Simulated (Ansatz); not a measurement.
A relaxed structure of BP. Space group F-43m (No. 216), zinc blende type. Calculation: PBEsol (plane waves to 420 eV, PAW, scalar-relativistic; Ansatz, an electronic-structure program).

```xyz
2
Lattice="0.0000 2.2601 2.2601 2.2601 0.0000 2.2601 2.2601 2.2601 0.0000" Properties=species:S:1:pos:R:3 pbc="T T T"
B      1.1301     1.1301     1.1301
P      2.2601     2.2601     2.2601
```

### Question
Estimate the band gap that PBEsol returns for this input.

### Answer
1.11 eV, indirect (valence top at Γ, conduction bottom at 83 % of the way from Γ to X) (no spin-orbit coupling).

### Question
Predict the smallest direct gap from PBEsol.

### Answer
3.38 eV at Γ.

No spin polarisation in the result.

Measured for BP: a 4.525 Å (static lattice; corrected from measurement; as listed in Daniel Mejia-Rodriguez, S. B. Trickey, Phys. Rev. B (2018)); gap 2 eV (room temperature; as listed in arXiv:1206.3780). Computed minus measured — a: PBEsol -0.1 %; gap: PBEsol -0.89 eV. The computed values are for a static lattice, and a measured gap can be an optical one, lowered by exciton binding.

The run could not lose the symmetry of its start.
